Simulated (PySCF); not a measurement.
**C₃: from structure and modes to constants**

These are results of PySCF, PBE, basis C def2-TZVP (no relativity, density fitting), not measurements.

The singlet minimum has D∞h symmetry. Masses (u): C 12.00000.

```xyz
3
charge 0 multiplicity 1, angstrom
C     0.0000    0.0000    0.0000
C     0.0000    0.0000    1.3013
C     0.0000    0.0000   -1.3013
```

Harmonic wavenumbers (cm⁻¹): 46.6 (πu, ×2), 1189.4 (σg+, ×1), 2068.5 (σu+, ×1).

(1) Find the principal moments of inertia and the rotational constants. What kind of rotor is it?

(2) Give the standard entropy (298.15 K, 1 bar) by its translational, rotational, vibrational and spin parts, and Cp.

(3) Find the bond force constant k and the stretch–stretch coupling k′ of the valence force field.

Answers

(1) About the centre of mass I = 40.643 u Å². With B = 16.8576/I this gives 0.4148 cm⁻¹. The molecule is linear.

(2) Sackur–Tetrode with M = 36.00 u gives 153.5; rotation with symmetry number 2 gives 54.2; vibration 41.6; spin R ln 1 = 0.0. The total is 249.4 J/(mol K), and Cp = 7/2 R + 17.5 = 46.6 J/(mol K).

(3) For linear XMX, 4π²c²ω(σg)² = (k + k′)/mX and 4π²c²ω(σu)² = (k − k′)(1 + 2mX/mM)/mX. So k + k′ = 10.002 and k − k′ = 10.084 mdyn/Å, giving k = 10.043 and k′ = -0.041 mdyn/Å.

Only a few start shapes were tried, so a lower isomer may exist.
